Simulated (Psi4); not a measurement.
Process, species as SMILES: ClC(Cl)(Cl)Cl + 4 [H][H] (H2) → C (CH4) + 4 Cl (HCl)
B3LYP-D3(BJ)/def2-TZVP geometries, fixed; electronic energies without zero-point terms.

Effect of the integral screening threshold at MP2/aug-cc-pV(T+d)Z with Psi4, against the last row, where the energy of full hydrogenation is -92.71 kcal/mol. Cores are frozen.

```
setting                largest shift of a total energy (mEh)  shift of the energy of full hydrogenation (kcal/mol)
---------------------  -------------------------------------  ----------------------------------------------------
ints_tolerance: 1e-6                                   0.035                                                -0.022
ints_tolerance: 1e-8                                   0.000                                                 0.000
ints_tolerance: 1e-10                                  0.000                                                 0.000
ints_tolerance: 1e-14                                  0.000                                                 0.000
```

Within 0.02 kcal/mol in the energy of full hydrogenation: ints_tolerance: 1e-8; ints_tolerance: 1e-10. The largest shift is 0.035 mEh in a total energy and 0.022 kcal/mol in the difference.
